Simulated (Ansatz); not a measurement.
For rock-salt SnTe (cubic form, which distorts at low temperature), PBE-D3(BJ) (plane waves, PAW; Ansatz, a first-principles code) gives:

* **lattice constant a**: 6.308 Å
* **bulk modulus B0**: 44.6 GPa
* **cohesive energy**: 3.47 eV/atom
* **band gap**: 0.09 eV

Question: What does LC-ωPBE (Ansatz, PAW) give for the same quantities?

Answer: 
- lattice constant a: 6.327 Å (goes up by 0.3 %)
- bulk modulus: 50.0 GPa (increases by 12 %)
- cohesive energy: 2.60 eV/atom (decreases by 0.87 eV/atom)
- band gap: 3.40 eV (rises by 3.31 eV)

For comparison: lattice constant a 6.316 Å (measured, room temperature, not corrected to a static lattice; as tabulated in Maiti et al. (2022), arXiv:2109.01420); bulk modulus 37.8 GPa (measured, temperature not stated, not corrected to a static lattice; as tabulated in Toher et al. (2017), arXiv:1611.05714); band gap 0.3 eV (measured, 4 K, zero-point motion not removed, bulk gap, ARPES or transport; rounded; as tabulated in Ando (2013), arXiv:1304.5693).

Changes are worked out from the printed values.

Unless a cell is named, each level is at its own relaxed cell (PBE-D3(BJ) 31.38, LC-ωPBE 31.66 Å³/atom).

Levels without +SOC leave out spin–orbit coupling, which shifts energies and cells of such heavy elements.

Levels without +SOC have no spin–orbit coupling; where heavier elements are present it shifts gaps, mostly down, and can invert bands. Density-functional gaps are differences of (generalised) Kohn–Sham levels.

Caveats: symmetry holds this phase in the static calculation, where it need not be a minimum (PBE-D3(BJ), LC-ωPBE). Ansatz's density-functional and Hartree–Fock values are scalar-relativistic unless marked +SOC, with PAW data made under PBE.
